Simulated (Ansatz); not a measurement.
```xyz
2

N     0.0009   -0.0002   -0.6088
O     0.0005   -0.0006    0.5325
```

Basis set: def2-TZVP (spherical functions). Frozen core: 2 orbitals. Charge 0, multiplicity 2.

Computed with Ansatz (development build ahead of 0.2.0); free ground-state atoms in the same class of orbitals, no zero-point energy, no relativity.

The atomization energy of doublet NO from measured heats of formation, zero-point and thermal terms removed is 6.622 eV (G2/97 set, Curtiss et al., J. Chem. Phys. 106, 1063 (1997), as shipped with ASE); it holds spin-orbit and other relativistic effects.

Task: How far do UHF-MP2, UHF miss it in this basis?

Result:

```json
{"method": "UHF-MP2", "atomization energy (eV)": "6.599", "computed − measured (eV)": "-0.023"}
{"method": "UHF", "atomization energy (eV)": "2.329", "computed − measured (eV)": "-4.293"}
```
